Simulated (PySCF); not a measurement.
A simulated first-order isotropic EPR spectrum at 9.407 GHz has these lines.

| field (mT) | relative intensity |
| --- | --- |
| 331.79 | 1 |
| 332.38 | 3 |
| 332.97 | 6 |
| 333.57 | 10 |
| 334.16 | 12 |
| 334.75 | 12 |
| 335.34 | 10 |
| 335.93 | 6 |
| 336.52 | 3 |
| 337.11 | 1 |

**Question.** Find the g value from the centre of the pattern.

**Answer.** The pattern is symmetric about 334.45 mT, so g = hν/(μB·B0) = 9407/(13.99624 × 334.45) = 2.0096, a shift of +7.3 × 10⁻³ from the free-electron value.

**Question.** Take the pattern apart into splittings.

**Answer.** The first two lines at either end are about 0.59 mT apart, which is the smallest coupling, and their intensity ratio 1:3 counts the nuclei that share it. In full: a 1:3:6:10:12:12:10:6:3:1 decet of 0.59 mT (17 MHz), from 3 nuclei of spin 3/2. Check: Σ 2nI·a is the distance from the first to the last line, 5.32 mT.

**Question.** The radical has the formula CCl3. Propose a structure, and say which nuclei carry the couplings.

**Answer.** The pattern alone needn't single out one isomer; the structure behind this simulation is `Cl[C](Cl)Cl` [radical], numbered [Cl:1][C:2]([Cl:3])[Cl:4]. 0.59 mT: 35Cl at Cl1/Cl3/Cl4 (1 bond from C2; computed sign +). Largest spin populations (Mulliken): C2 (+0.75), Cl3 (+0.08), Cl4 (+0.08) and Cl1 (+0.08). No atom but C2 exceeds +0.15. The angles at C2 add up to 351.2°, so it is slightly pyramidal.

Computed with UKS B3LYP, IGLO-III on C Cl, non-relativistic, mean-field spin-orbit, GIAO (PySCF). Isolated species at its PBE0-D3(BJ)/def2-SVP geometry, gas phase. No stability test was run, so a lower SCF solution isn't excluded.

Main isotope only: 35Cl (natural samples also hold 24 % 37Cl, magnetic too, which adds its own pattern).

Rare isotopes and splittings under 0.04 mT were left out of the simulation.
